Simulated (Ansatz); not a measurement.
# HAlB, quartet in 6-31G: errors against full CI

Geometry: a PBE0/def2-TZVP stationary point for this spin, not checked as a minimum.

```xyz
3

B     0.0000    0.0000    1.8170
Al    0.0000    0.0000   -0.1200
H     0.0000    0.0000   -1.6970
```

Basis 6-31G; Ansatz 0.2.0. Only valence electrons are correlated (noble-gas cores frozen), which leaves 7 electrons in 18 orbitals. Prefix R: restricted or restricted open-shell reference; prefix U: unrestricted. Active spaces: valence = (7e, 9o) chosen from the atoms' valence shells; pair = (5e, 5o) about the gap.

Full CI is exact within this basis and frozen core; it isn't the basis-set limit. The frozen core follows each run's orbitals, which can shift R against U totals by a few meV.

For open shells CISD and CISDTQ are restricted-active-space CI with the open shells as a complete middle space.

* UHF ⟨S²⟩: 3.755
* T1 diagnostic (RCCSD): 0.0302
* largest doubles amplitude (RCCSD): 0.099
* T1 diagnostic (UCCSD): 0.0264

```csv
level,E − E(full CI) (kcal/mol),share of correlation (%),wall time
RHF,52.49,0.00,–
UHF,51.81,1.28,–
RMP2,15.83,69.84,–
UMP2,15.81,69.88,–
CISD,3.79,92.77,0.54 s
RCCSD,2.24,95.73,–
UCCSD,2.22,95.77,–
RCCSD(T),0.77,98.52,0.39 s
UCCSD(T),0.77,98.54,0.39 s
BCCD(T),0.81,98.45,0.54 s
RCCSDT,0.19,99.64,–
UCCSDT,0.18,99.65,–
CISDTQ,0.07,99.87,4.1 s
RCCSDT(Q),0.05,99.90,1.8 s
UCCSDT(Q),0.04,99.91,1.3 s
RCCSDTQ,0.01,99.98,8.5 s
UCCSDTQ,0.00,99.99,8.5 s
CASSCF (pair space),42.38,19.26,–
NEVPT2 (pair space),15.86,69.78,0.21 s
MRCISD (pair space),3.32,93.67,–
MRCISD+Q (pair space),0.47,99.10,0.45 s
CASSCF (valence space),12.65,75.90,–
NEVPT2 (valence space),3.92,92.53,1.4 s
MRCISD (valence space),0.34,99.35,–
MRCISD+Q (valence space),0.13,99.75,2.4 s
```

The correlation energy at full CI, counted from RHF, is -2.276 eV. That run took 2.6 s on 1 thread of INTEL XEON PLATINUM 8581C, shared host over 331,072 determinants.

Times hold each run's SCF and search for its determinant on a shared host, so for small cases they say little of a method's own cost; they ran on 1 thread of INTEL XEON PLATINUM 8581C.

The full-CI state has the irrep A2 of C2v, in the program's axes (one component, if the state is degenerate).

Natural occupations of full CI about the gap: 1.960 1.939 0.989 0.973 0.973 0.051 0.039 0.039 0.013 0.006; effectively unpaired electrons, Σ n²(2−n)², 3.04.
